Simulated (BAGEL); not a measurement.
**CH2F2O (SMILES OC(F)F): HF/STO-3G (density fitting with qzvpp-jkfit)**

What is the vertical electron affinity of CH2F2O at HF/STO-3G (density fitting with qzvpp-jkfit)? 

The results are computed with BAGEL 1.2.2.

6 further runs of the same task are left out: 4 that didn't finish, 2 set aside as unsound or not needed. Runs told in other sessions of the task aren't counted.

**1. The molecule**

CH2F2O has 6 atoms, charge 0, and is taken as a singlet. SMILES: `OC(F)F`. Geometry: relaxed at PBE0-D4/def2-TZVP. This is one conformer, not always the lowest.

Bond lengths: O1–C2 1.346 Å, C2–F3 1.355 Å, C2–F4 1.355 Å, O1–H5 0.966 Å, C2–H6 1.091 Å. Angles: O1–C2–F3 111.4°, O1–C2–F4 111.4°, F3–C2–F4 105.7°, O1–C2–H6 109.4°, F3–C2–H6 109.4°, F4–C2–H6 109.4°, C2–O1–H5 108.8°.

**2. The energy at HF/STO-3G (density fitting with qzvpp-jkfit)**

Contents of hf.json:

```json
{ "bagel": [

{
  "title": "molecule",
  "basis": "sto-3g",
  "df_basis": "qzvpp-jkfit",
  "angstrom": true,
  "geometry": [
    { "atom": "O", "xyz": [       0.095100,       0.985600,      -0.438500 ] },
    { "atom": "C", "xyz": [       0.060600,      -0.137800,       0.302200 ] },
    { "atom": "F", "xyz": [       0.876300,      -1.092500,      -0.208200 ] },
    { "atom": "F", "xyz": [      -1.179700,      -0.684300,       0.315100 ] },
    { "atom": "H", "xyz": [      -0.176600,       0.772900,      -1.340300 ] },
    { "atom": "H", "xyz": [       0.366200,       0.092100,       1.323500 ] }
  ]
},

{
  "title": "hf"
},

{
  "title": "print",
  "file": "orbitals.molden",
  "orbitals": true
}

]}
```

Launch:

```bash
BAGEL_NUM_THREADS=1 BAGEL hf.json > hf.out
```

Output:

```text
* using 1 threads per process

  ===============================================================
  ===============================================================

  *** Geometry ***

  { "atom" : "O", "xyz" : [      0.179713,      1.862514,     -0.828645 ] },
  { "atom" : "C", "xyz" : [      0.114517,     -0.260404,      0.571075 ] },
  { "atom" : "F", "xyz" : [      1.655967,     -2.064526,     -0.393441 ] },
  { "atom" : "F", "xyz" : [     -2.229310,     -1.293140,      0.595453 ] },
  { "atom" : "H", "xyz" : [     -0.333726,      1.460569,     -2.532800 ] },
  { "atom" : "H", "xyz" : [      0.692018,      0.174044,      2.501053 ] },

  Number of auxiliary basis functions:      342

  Since a DF basis is specified, we compute 2- and 3-index integrals:
    o Being stored without compression. Storage requirement is 0.001 GB

  Number of basis functions:       22
  Number of electrons      :       34

    * METHOD: MOLECULE                             0.07

  *** RHF ***

  === Nuclear Repulsion ===
   134.9883544269

      * DIIS with orbital gradients will be used.

  === RHF iteration (sto-3g) ===
      0       -308.32062832          0.03256807           0.01
      1       -308.46372758          0.00801386           0.01
      2       -308.47243703          0.00161425           0.01
      3       -308.47326875          0.00018926           0.01
      4       -308.47327972          0.00003283           0.01
      5       -308.47328002          0.00000532           0.01
      6       -308.47328003          0.00000174           0.01
      7       -308.47328003          0.00000053           0.01
      8       -308.47328003          0.00000010           0.01
      9       -308.47328003          0.00000003           0.01
     10       -308.47328003          0.00000001           0.01
    * SCF iteration converged.

    * Permanent dipole moment:
           (    0.031615,    -0.042483,     0.157311) a.u.

    * METHOD: HF                                   0.12

    * METHOD: PRINT                                0.00

  ===============================================================
```

Run time: 0.35 s. Hardware: 1 thread of Arm Neoverse V2, shared host.

**3. The doublet anion, same level**

Contents of hf.json:

```json
{ "bagel": [

{
  "title": "molecule",
  "basis": "sto-3g",
  "df_basis": "qzvpp-jkfit",
  "angstrom": true,
  "geometry": [
    { "atom": "O", "xyz": [    0.095100,    0.985600,   -0.438500 ] },
    { "atom": "C", "xyz": [    0.060600,   -0.137800,    0.302200 ] },
    { "atom": "F", "xyz": [    0.876300,   -1.092500,   -0.208200 ] },
    { "atom": "F", "xyz": [   -1.179700,   -0.684300,    0.315100 ] },
    { "atom": "H", "xyz": [   -0.176600,    0.772900,   -1.340300 ] },
    { "atom": "H", "xyz": [    0.366200,    0.092100,    1.323500 ] }
  ]
},
{ "title": "uhf", "charge": -1, "nopen": 1 },
{ "title": "print", "file": "orbitals.molden", "orbitals": true }

]}
```

Launch:

```bash
BAGEL_NUM_THREADS=1 BAGEL hf.json > hf.out
```

Output:

```text
* using 1 threads per process

  ===============================================================
  ===============================================================

  *** Geometry ***

  { "atom" : "O", "xyz" : [      0.179713,      1.862514,     -0.828645 ] },
  { "atom" : "C", "xyz" : [      0.114517,     -0.260404,      0.571075 ] },
  { "atom" : "F", "xyz" : [      1.655967,     -2.064526,     -0.393441 ] },
  { "atom" : "F", "xyz" : [     -2.229310,     -1.293140,      0.595453 ] },
  { "atom" : "H", "xyz" : [     -0.333726,      1.460569,     -2.532800 ] },
  { "atom" : "H", "xyz" : [      0.692018,      0.174044,      2.501053 ] },

  Number of auxiliary basis functions:      342

  Since a DF basis is specified, we compute 2- and 3-index integrals:
    o Being stored without compression. Storage requirement is 0.001 GB

  Number of basis functions:       22
  Number of electrons      :       34

    * METHOD: MOLECULE                             0.06

  *** Open-shell HF ***

  === Nuclear Repulsion ===
   134.9883544269

      * DIIS with orbital gradients will be used.

  === UHF iteration (sto-3g) ===
      0       -307.76757853          0.06756857           0.01
      1       -307.91152835          0.02510368           0.01
      2       -307.93322138          0.00952575           0.01
      3       -307.93726316          0.00192859           0.01
      4       -307.93892448          0.00075856           0.01
      5       -307.93982821          0.00041958           0.01
      6       -307.94012537          0.00018163           0.01
      7       -307.94015031          0.00008100           0.01
      8       -307.94015738          0.00004340           0.01
      9       -307.94015905          0.00002211           0.01
     10       -307.94015971          0.00000946           0.01
     11       -307.94015976          0.00000435           0.01
     12       -307.94015980          0.00000277           0.01
     13       -307.94015982          0.00000079           0.01
     14       -307.94015982          0.00000027           0.01
     15       -307.94015982          0.00000012           0.01
     16       -307.94015982          0.00000007           0.01
     17       -307.94015982          0.00000005           0.01
     18       -307.94015982          0.00000002           0.01
     19       -307.94015982          0.00000001           0.01
    * SCF iteration converged.

    * S^2 (UHF) is 0.7614

    * Permanent dipole moment:
           (   -0.018104,     1.038885,    -0.881670) a.u.

    * METHOD: UHF                                  0.28

    * METHOD: PRINT                                0.00

  ===============================================================
```

Run time: 0.49 s. Hardware: 1 thread of Arm Neoverse V2, shared host.

**4. Summary of results**

Level: HF/STO-3G (density fitting with qzvpp-jkfit).

```
                                         quantity          value
                     singlet CH2F2O: total energy  -308.47328 Eh
                    singlet CH2F2O: dipole moment         0.42 D
                      singlet CH2F2O: HOMO energy      -11.21 eV
                      singlet CH2F2O: LUMO energy       15.29 eV
                    singlet CH2F2O: HOMO–LUMO gap       26.50 eV
                      doublet anion: total energy  -307.94016 Eh
                              doublet anion: ⟨S²⟩          0.761
vertical electron affinity (to the doublet anion)     -14.507 eV
```

**Reading.** The anion lies 14.51 eV (335 kcal/mol) above the neutral: the electron isn't bound at this level, and such a value depends on the basis. Without diffuse functions anions come out too high. Hartree–Fock misses the correlation that binds many anions. In a minimal basis such a difference can be off by several eV, whatever the method.
